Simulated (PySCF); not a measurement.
**State search for Al₂⁻**

Unrestricted PBE0; PySCF, no relativity, basis sets Al aug-pcseg-1. Outer shells of the fragments: Al 3s2 3p1; Al− 3s2 3p2.

Followed along the bond (rough minima from three points):

| 2Ms+1 | unpaired | ⟨S²⟩ at the start | R at minimum (Å) | Te (eV) |
| --- | --- | --- | --- | --- |
| 4 | σ ↑, π ↑↑ | 3.75 | 2.57 | 0.00 |
| 2 | σ ↑, π ↑↓ | 1.77 | 2.58 | 0.25 |

Solutions found at the starting distance of 2.490 Å, counted from the lowest of them; the search is not exhaustive and high or unbound solutions are not listed, so other states can lie among these:

| 2Ms+1 | unpaired | term | E (eV) | ⟨S²⟩ | ⟨Lz²⟩ |
| --- | --- | --- | --- | --- | --- |
| 4 | σ ↑, π ↑↑ | ⁴Σ⁻ | 0.00 | 3.75 | 0.00 |
| 2 | σ ↑, π ↑↓ | mixed | 0.26 | 1.77 | 2.01 |

A term symbol is given only where ⟨S²⟩ and ⟨Lz²⟩ are close to those of a pure state; the other rows mix spins, or terms through real π, δ and φ orbitals, and g/u labels are left off.
